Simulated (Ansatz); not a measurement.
Input file for C2H8N2 (`CC(N)N`):

```yaml
crystal:
  periodic: [false, false, false]
  atoms:
    - {symbol: C, position_ang: [-0.592177, 0.993157, -0.451670]}
    - {symbol: C, position_ang: [-0.132717, -0.268652, 0.262932]}
    - {symbol: N, position_ang: [1.026313, -0.098198, 1.118115]}
    - {symbol: N, position_ang: [0.238225, -1.261501, -0.726079]}
    - {symbol: H, position_ang: [-1.476960, 0.806112, -1.068272]}
    - {symbol: H, position_ang: [-0.848375, 1.771427, 0.270948]}
    - {symbol: H, position_ang: [0.205626, 1.362060, -1.101671]}
    - {symbol: H, position_ang: [-0.949729, -0.605209, 0.923798]}
    - {symbol: H, position_ang: [1.798816, 0.256415, 0.563725]}
    - {symbol: H, position_ang: [0.833982, 0.572320, 1.851800]}
    - {symbol: H, position_ang: [0.507525, -2.119941, -0.261319]}
    - {symbol: H, position_ang: [-0.533430, -1.463391, -1.348409]}
basis:
  gaussian: {orbitals: def2-TZVPP}
correlation: {method: ccsd_t}
output: {orbitals: {seedname: orbitals}}
```

```sh
$ ansatz run in.yaml --threads 2 --pin off --events-out ev --progress --plain --max-ram 4352MiB
```

The program prints (abridged):

```
Functional definition: HF
1379 factors; integrals over basis functions are off by at most 8.0e-4 eV
mean field evaluation 1: about -5148.3681 eV, gradient 4.3e1 eV
mean field evaluation 2: about -5148.5503 eV, gradient 4.3e1 eV
mean field evaluation 4: about -5152.8203 eV, gradient 3.9e0 eV
mean field evaluation 8: about -5152.8745 eV, gradient 2.1e-1 eV
mean field -5152.87469345 eV, -189.3646522403 hartree, gradient 9.7e-6 eV, S^2 0.000000; 0 other end points of the search recorded, 0 dependent functions left out
4 core orbitals not correlated: weight in the atoms' cores, before any rotation towards them, 1.000 or more for the frozen orbitals, at most 0.000 for the correlated occupied ones
reference -5152.87469345 eV, -189.3646522403 hartree; 13, 13 occupied and 219, 219 virtual orbitals, 1379 factors
second order -21.42959221 eV of doubles, -0.00000000 eV of singles
cycle   1  -21.88098687 eV  change   -4.5e-1 eV  update   8.3e-2
cycle   2  -22.35787966 eV  change   -4.8e-1 eV  update   2.3e-2
cycle   3  -22.43679258 eV  change   -7.9e-2 eV  update   9.7e-3
cycle   4  -22.43257653 eV  change    4.2e-3 eV  update   2.2e-3
cycle   5  -22.43316618 eV  change   -5.9e-4 eV  update   1.0e-3
cycle   6  -22.43343836 eV  change   -2.7e-4 eV  update   3.0e-4
cycle   7  -22.43329780 eV  change    1.4e-4 eV  update   1.3e-4
cycle   8  -22.43327192 eV  change    2.6e-5 eV  update   4.4e-5
cycle   9  -22.43327304 eV  change   -1.1e-6 eV  update   1.4e-5
perturbative correction -0.85519022 eV, -0.0314276611 hartree
Total energy: -5176.16315672 eV, -190.2204874799 hartree
```

Run time 4.6 min (2 threads of an Intel Xeon Platinum 8259CL on a shared host); peak host memory 2 GiB.

The correlation energy is -23.288 eV, 3.7 % of it from (T); the T1 diagnostic reads 0.0090.
